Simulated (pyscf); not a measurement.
# CH₃•, doublet

Gas-phase minimum from PySCF at ωB97X-D3(BJ)/def2-SVP, one conformer. 

```
C
H 1 1.0917
H 1 1.0917 2 120.00
H 1 1.0917 2 120.00 3 179.99
```
Charge 0, spin multiplicity 2.

Properties at ωB97X-D3(BJ)/def2-SVP:

```
Property                                                                                                                                                Value
---------------------------------------------------------------------------------------------------------------------  --------------------------------------
Harmonic wavenumbers, unscaled                                                                                         466, 1386, 1386, 3124, 3328, 3328 cm⁻¹
Zero-point energy                                                                                                                               18.6 kcal/mol
Rotational symmetry number                                                                                                                                  6
Entropy of this conformer at 298 K and 1 atm, rigid rotor and harmonic oscillator, modes under 100 cm⁻¹ raised to 100                         195.5 J/(mol K)
Dipole moment                                                                                                                                          0.00 D
Spin expectation value S2                                                                                                                               0.753
```

Single-point totals, which compare only within one level (frozen core for MP2 and CC):

```tsv
level	total energy (hartree)
ωB97X-D3(BJ)/def2-TZVP	-39.87473
PBE/def2-TZVP	-39.78810
r²SCAN/def2-TZVP	-39.82765
B3LYP-D3(BJ)/def2-TZVP	-39.85987
PBE0-D3(BJ)/def2-TZVP	-39.79946
M06-2X/def2-TZVP	-39.82364
ωB97M-D3(BJ)/def2-TZVP	-39.85652
UHF/def2-TZVPP	-39.57795
MP2/def2-TZVPP	-39.73571
CCSD/def2-TZVPP	-39.75661
CCSD(T)/def2-TZVPP	-39.76135
```

The CCSD(T) − MP2 part came from Ansatz, without density fitting, on the same reference.
